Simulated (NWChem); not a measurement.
Species: N2 cation, doublet

```xyz
2

N      0.0000     0.0000    -0.5585
N      0.0000     0.0000     0.5585
```
Atoms are numbered in this order, from 1.

Program: NWChem. Geometry optimised at B3LYP/6-31G*; all other runs use it. Pople sets run with spherical d functions. Spin-unrestricted. Excited states of an open shell can be spin-contaminated.

```
quantity                                                                      level  value
-----------------------------------------------------------  ----------------------  -----
lowest empty minus highest occupied level, either spin (eV)          B3LYP/def2-SVP   3.97
vertical, lowest state with f > 0.02 (eV)                    B3LYP/aug-cc-pVDZ, TDA   3.71
cavity-dispersion-structure term (kcal/mol) in anisole         M06-2X/def2-SVP, SMD    4.0
A(iso) 14N atom 2 (MHz)                                                 TPSSh/pcJ-1   89.2
highest harmonic frequency (cm⁻¹)                                      B3LYP/6-31G*   2344
```
